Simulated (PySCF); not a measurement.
## MP for M along the third period

PBE0 with double-zeta basis sets in PySCF, for the lowest determinant that a PBE0 search found; no spin–orbit coupling. De refers to high-spin ground-configuration atoms. A positive dipole means M(−)P(+).

| M | basis | state (unpaired electrons) | Re (Å) | ωe (cm⁻¹) | De (eV) | μ (D) |
| --- | --- | --- | --- | --- | --- | --- |
| Na | x2c-SVPall | triplet (π ↑↑) | 2.668 | 274 | 1.27 | -6.74 |
| Mg | x2c-SVPall | quartet (σ ↑, π ↑↑) | 2.563 | 301 | 0.81 | -1.69 |
| Si | def2-SVP | doublet (π ↑) | 2.078 | 641 | 3.57 | -0.79 |
| P | def2-SVP | singlet (closed shell) | 1.891 | 834 | 4.67 | n/a |
| S | def2-SVP | doublet (π ↑) | 1.906 | 776 | 4.28 | 0.70 |

The shortest bond is that of P2 (1.891 Å), the longest that of NaP (2.668 Å). P2 is bound most strongly (4.67 eV) and MgP least (0.81 eV).

The rows differ in basis set, which adds steps of its own.

The state changes along the series, so neighbouring rows are not always alike in their bonding.

States were picked by a PBE0 search and need not be the measured ground states.
